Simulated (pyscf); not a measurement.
**Substitution at C: `[CH3][O][CH3]` + `[CH3]` [doublet] → `[CH3][CH3]` + `[CH3][O]` [doublet]**

Gas phase, doublet surface, charge 0. Bonds broken: C1–O2. Bonds formed: C1–C10. PySCF, gas phase, ωB97X-D3(BJ)/def2-SVP geometries.

Transition state (Å):

```xyz
13

C     -0.9734     0.5488     0.5001
O     -1.1576    -0.3560    -1.0123
C      0.0921    -0.6897    -1.5125
H     -2.0570     0.6282     0.5864
H     -0.4518    -0.2820     0.9805
H     -0.4106     1.3425     0.0039
H      0.6842    -1.3445    -0.8355
H     -0.0695    -1.2512    -2.4511
H      0.7241     0.1914    -1.7609
C     -0.7605     1.5456     2.1679
H     -1.2376     2.5157     1.9842
H     -1.2765     0.9459     2.9273
H      0.3208     1.6195     2.3355
```

One imaginary mode, 1273i cm⁻¹; descent along it reached the two sides named.

```json
[
 {"bond": "C1–O2", "change": "breaks", "reactant side (Å)": "1.400", "saddle": "1.772", "product side": "3.5"},
 {"bond": "C1–C10", "change": "forms", "reactant side (Å)": "3.5", "saddle": "1.955", "product side": "1.528"}
]
```

Electronic energies relative to the separated reactants (kJ/mol):

```
level                   barrier  reaction energy  reverse barrier
----------------------  -------  ---------------  ---------------
ωB97X-D3(BJ)/def2-TZVP    173.3            -43.6            216.9
PBE/def2-TZVP             127.2            -42.9            170.1
r²SCAN/def2-TZVP          145.9            -35.3            181.2
B3LYP-D3(BJ)/def2-TZVP    153.3            -40.2            193.6
PBE0-D3(BJ)/def2-TZVP     156.9            -42.3            199.2
M06-2X/def2-TZVP          175.2            -28.3            203.5
ωB97M-D3(BJ)/def2-TZVP    171.9            -40.4            212.3
HF/def2-TZVP              257.4            -56.8            314.2
```

With ωB97M-D3(BJ)/def2-TZVP energies and thermal terms (ideal gas, 1 atm, RRHO with modes under 100 cm⁻¹ raised to 100, one conformer, R ln 2 for rigid chiral ones), in kJ/mol:

| T (K) | ΔH‡ | ΔG‡ | ΔH | ΔG |
|---|---|---|---|---|
| 298 | 175.5 | 213.2 | -37.8 | -39.4 |
| 600 | 176.8 | 251.0 | -40.0 | -39.9 |
| 900 | 179.2 | 287.7 | -40.8 | -39.7 |
| 1200 | 181.7 | 323.4 | -41.1 | -39.3 |

From the product side, H₂C=O + H• + H₃C–CH₃ lies, by one bond made or cut, 96.1 kJ/mol under this saddle at ωB97M-D3(BJ). H₃C–O–CH₃ lies 47.7 kJ/mol over its isomer H₃C–CH₂–OH, and others may lie lower still (electronic energy, ωB97M-D3(BJ)). H₃C–O• lies 29.4 kJ/mol over its isomer •H₂C–OH, and others may lie lower still (electronic energy, ωB97M-D3(BJ)). This is the saddle that the search found; another between the same sides may lie lower. The angle at the attacked C is 180°. The orbital near-degeneracy of the XH₃O or XH₃S radical is left out.
